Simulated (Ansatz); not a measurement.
C3H5FO, SMILES `FCC1CO1`. The species carries charge 0 and has multiplicity 1.

```xyz
10

F    -1.7480   -1.2348    0.0457
C    -0.8626   -0.4452    0.7542
C    -0.1663    0.4936   -0.1810
C     1.1261    0.1491   -0.7597
O     1.0295    1.0556    0.3282
H    -0.1330   -1.0900    1.2522
H    -1.4324    0.1044    1.5097
H    -0.8094    1.1887   -0.7183
H     1.4225    0.5922   -1.7064
H     1.5736   -0.8136   -0.5246
```

Question: Give the diagnostics of a CCSD(T)/def2-TZVPP run (frozen core, the Gaussian-basis code of Ansatz). (An estimate is asked.)

Answer: Computed: T1 = 0.0111, largest single amplitude 0.012, largest double 0.013, (T) share of the correlation energy 3.7 %, 9 CCSD cycles. The RHF solution is stable towards an unrestricted one. T1 lies under the customary mark of 0.02 for closed shells.
